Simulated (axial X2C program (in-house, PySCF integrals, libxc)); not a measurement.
## How long does AlO⁺ take?

A bond scan computed with an in-house relativistic program for diatomic molecules. Basis: Al dyall-v3z [8s8p2d1f], O dyall-av3z [7s6p3d2f] (cores contracted in-house).

Input file and command:
```json
{
 "zs": [
  13,
  8
 ],
 "q": 1,
 "bas": [
  "dyall-v3z",
  "dyall-av3z"
 ],
 "levels": [
  "PBE0",
  "HF",
  "B97-3"
 ],
 "cc": true,
 "r0": 1.7,
 "thr": -2.0,
 "nmax": 90,
 "npts": 10,
 "nst": 2,
 "ntry": 6
}
```
```bash
python so2c.py task.json out
```

Keys: zs atomic numbers; q charge; bas basis sets; levels methods; cc coupled cluster on or off; r0 starting distance in Å; thr threshold in hartree for freezing inner shells (an s shell follows its p shell); nmax most natural virtual spinors; npts points on the curve; nst determinants followed; ntry starts of the search. HF also brings MP2.

Hardware: 1 thread of Intel(R) Xeon(R) Processor @ 2.30GHz, with other jobs on the host.

Wall time of one point of each curve, integrals apart:

```
Hamiltonian                               level  points  seconds a point
  spin-free                                PBE0      10             0.24
  spin-free                                  HF      10             0.11
  spin-free  CCSD(T) (8 electrons, 89 virtuals)       7              3.6
  spin-free                               B97-3      10             0.29
         2c                                PBE0      10             0.26
         2c                                  HF      10             0.14
         2c  CCSD(T) (8 electrons, 89 virtuals)       7              3.7
         2c                               B97-3      10              0.3
```

The rest:

Search with its distance optimisation 10 s, atoms 8.9 s, whole task 88 s. Coupled cluster runs on the points near the minimum only. The program drops outer points, and coupled cluster, when its time limit (not in the input) nears; MP2, further determinants and curves that did not converge are not in the table.
